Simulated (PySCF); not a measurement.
# C: electron affinity

C⁻ [He] 2s2 2p3 (4S) → C [He] 2s2 2p2 (3P), as a difference of total energies. Computed with PySCF 2.14 in dyall-av3z (15s9p3d2f, 71 functions), with scalar relativity by spin-free X2C-1e. Correlated levels: valence: 1s2 frozen; virtual orbitals above 40 to 60 times the deepest correlated orbital energy dropped. The calculations carry no spin-orbit coupling.

```csv
method,electron affinity (eV),error (eV)
UHF,0.449,-0.813
LDA,1.819,+0.557
PBE,1.606,+0.344
PBE0,1.421,+0.159
r2SCAN,1.499,+0.237
BLYP,1.377,+0.115
B3LYP,1.383,+0.121
B97-3,1.251,-0.011
MN15,1.321,+0.059
MP2 (valence),1.262,0.000
SCS-MP2 (valence),0.970,-0.292
```

Reference: 1.262 eV (measured; photodetachment measurements, as compiled on the Wikipedia data page of electron affinities).

Errors of the correlated levels include the incompleteness of this basis and the frozen core.

In the anion the highest occupied orbital energy is positive at LDA, PBE, PBE0, r2SCAN, BLYP, B3LYP, B97-3, MN15, a self-interaction effect; the basis confines that electron, and the energy difference can still be sensible.
